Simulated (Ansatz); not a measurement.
Worked example: correlation energy of CH3⁺, triplet

Geometry: a PBE0/def2-TZVP stationary point for this spin, not checked as a minimum. The singlet lies 2.1 eV lower here.

```xyz
4

C     0.0000    0.0000    0.0548
H     0.0000    0.6835   -0.8953
H     0.0000    0.0000    1.1377
H     0.0000   -0.6835   -0.8953
```

Basis cc-pVDZ; Ansatz 0.2.0. Only valence electrons are correlated (noble-gas cores frozen), which leaves 6 electrons in 28 orbitals. Prefix R: restricted or restricted open-shell reference; prefix U: unrestricted.

Full CI is exact within this basis and frozen core; it isn't the basis-set limit. The frozen core follows each run's orbitals, which can shift R against U totals by a few meV.

UCCSD has a T1 diagnostic of 0.009 and a largest doubles amplitude of 0.04.

Runs differ by some tens of microhartree through their thresholds and, for an open shell, their frozen cores, so the step to full CI, which has another core, is uncertain by up to 0.1 kcal/mol.

| level | total energy (hartree) |
| --- | --- |
| UHF | -39.104383 |
| UMP2 | -39.202115 |
| UCCSD | -39.224214 |
| UCCSD(T) | -39.226339 |
| UCCSDT | -39.226809 |
| UCCSDT(Q) | -39.226890 |
| full CI | -39.226850 |

Question: What is the correlation energy at full CI, and what share of it do UMP2 and UCCSD(T) recover?

Answer: E(corr) = -39.226850 − (-39.104383) = -0.122467 hartree = -3.332 eV. UMP2: -0.097732 / -0.122467 = 79.80 %. UCCSD(T): -0.121956 / -0.122467 = 99.58 %.

Question: By how many kcal/mol does UCCSD(T) miss full CI (1 hartree = 627.509 kcal/mol), and which steps make up the rest?

Answer: -39.226339 − (-39.226850) = 0.000511 hartree = 0.32 kcal/mol. Steps: UCCSDT − UCCSD(T) = -0.29, UCCSDT(Q) − UCCSDT = -0.05, full CI − UCCSDT(Q) = 0.03 kcal/mol. That is within 1 kcal/mol of the reference in this basis, which itself misses far more of the correlation at the basis-set limit.
